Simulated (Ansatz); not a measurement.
Results of LDA (PAW; Ansatz, an electronic-structure program) for fcc Pd.

Numerical settings: plane-wave cutoff 520 eV, 28×28×28 k mesh, Fermi–Dirac smearing 0.041 eV (set by the program), scalar-relativistic PAW data made under PBE.

Cell (relaxed at this level):

```xyz
1
Lattice="0.0000 1.9198 1.9198 1.9198 0.0000 1.9198 1.9198 1.9198 0.0000" Properties=species:S:1:pos:R:3 pbc="T T T"
Pd     0.0000     0.0000     0.0000
```

Q: Give the computed elastic constant C11, elastic constant C44, Young modulus and elastic constant C12.

A: 
elastic constant C11: 271 GPa
elastic constant C44: 79.0 GPa
Young modulus: 154 GPa
elastic constant C12: 205 GPa

Measured, for comparison: elastic constant C11 234 GPa, elastic constant C44 71.2 GPa, elastic constant C12 176 GPa (0 K, extrapolated to 0 K; zero-point effects included; as tabulated in Malica and Corso (2021), arXiv:2109.00459). Computed (rounded) less measured: elastic constant C11 +16 %, elastic constant C44 +11 %, elastic constant C12 +16 %.

Elastic constants are with the ions relaxed.

It cost about 5 core-minutes (a rough figure) of CPU time.
